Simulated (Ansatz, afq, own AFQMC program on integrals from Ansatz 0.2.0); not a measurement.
SiHCl2, doublet: AFQMC among the cluster methods

```csv
atom,x (Å),y (Å),z (Å)
Si,-0.0531,-0.0177,0.0779
Cl,0.0208,1.9676,-0.4814
Cl,-0.4829,-1.2029,-1.5564
H,-1.1584,-0.1799,1.0742
```

Connectivity, by distances: Cl–SiH–Cl.

Basis def2-TZVP. Only valence electrons are correlated. Ansatz 0.2.0 and our own AFQMC program on the same integrals; the CISD trial comes from CCSD amplitudes, and released means the phaseless constraint is let go. Error bars are statistical, one sigma.

Determinant: UHF, the one that the program's search chose, which needn't be the lowest solution. The geometry is a PBE0/def2-SVP stationary point of this or a neighbouring charge and spin state.

No full CI on the walks' own integrals is used here. The released AFQMC energy serves as the reference, which it does only where one determinant dominates, the energy is flat over the last release times and near the phaseless one (40 meV or 2 meV an electron, half that with transition metals). On small molecules, where full CI could be run and the noise was under 10 meV, such values lay within 10 meV of it in 19 cases of 20, a flattering rate, since the rule was set on those same cases; what remains of the bias isn't in the error bar.

Cautions: the released value is read at 1.50 1/Eh with a noise of 12 meV, more than in the cases checked (meV from the phaseless value at times in 1/Eh: -5 ± 7 at 0.24, -2 ± 8 at 0.51, -12 ± 8 at 0.99, -16 ± 12 at 1.50).

- T1 diagnostic: 0.0126
- weight of the determinant in the CISD state: 0.815
- ⟨S²⟩ of the determinant: 0.755
- size of the correlated space: 19 electrons in 102 orbitals

Reference: AFQMC with the constraint released, correlation energy -14.462 ± 0.012 eV.

| level | E − E(reference) (meV) | share of correlation (%) |
| --- | --- | --- |
| HF | 14461.6 ± 11.6 | 0.00 |
| MP2 | 1869.8 ± 11.6 | 87.07 |
| CCSD | 674.4 ± 11.6 | 95.34 |
| CCSD(T) | 79.0 ± 11.6 | 99.45 |
| ph-AFQMC/CISD | 16.1 ± 14.3 | 99.89 |

Released energies are given only where the last usable release times agree within the noise; a slower fall can still hide under it.
